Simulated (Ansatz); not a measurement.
Two isomers of C3H5N: A = `CN1C=C1`, B = `NC1C=C1`.

Program: Ansatz. Geometries: PBE0-D4/def2-TZVP. ΔE: electronic, gas phase. CBS: MP2 limit from def2 TZ/QZ plus the TZ coupled-cluster correction, frozen cores. Functionals use def2-TZVPP. B3LYP here is the variant with VWN-RPA as its local correlation; programs differ in this. One conformer a species, not always the lowest.

Q: Which is lower in electronic energy at CCSD(T)/CBS, and by how much? (Best estimate.)

A: Ansatz gave: B, by 27.1 kcal/mol.

Q: Give E(B) − E(A) in kcal/mol with B3LYP-D4, LDA (SPW92), PBE-D4, BLYP-D4, MP2/def2-TZVPP, HF/def2-TZVPP, CCSD/def2-TZVPP. (An estimate is asked.)

A: The calculation gave: B3LYP-D4 -27.2, LDA (SPW92) -29.2, PBE-D4 -26.9, BLYP-D4 -25.3, MP2/def2-TZVPP -27.7, HF/def2-TZVPP -30.0, CCSD/def2-TZVPP -27.4. None reverses the order clearly.

Q: Does the order hold for the free energy at 298.15 K (harmonic terms from PBE0-D4)? (Estimate.)

A: The calculation gave: Yes: G(B) − G(A) = -25.6 kcal/mol, for one conformer each.

Largest T1 diagnostic: 0.011.

From PBE to PBE0 (25 % exact exchange), in def2-TZVPP and without D4, E(B) − E(A) moves by −1.9 kcal/mol. In def2-TZVPP, CCSD(T) changes the Hartree–Fock value by +3.4 kcal/mol (the triples alone add +0.9 kcal/mol) and MP2 by +2.3 kcal/mol.
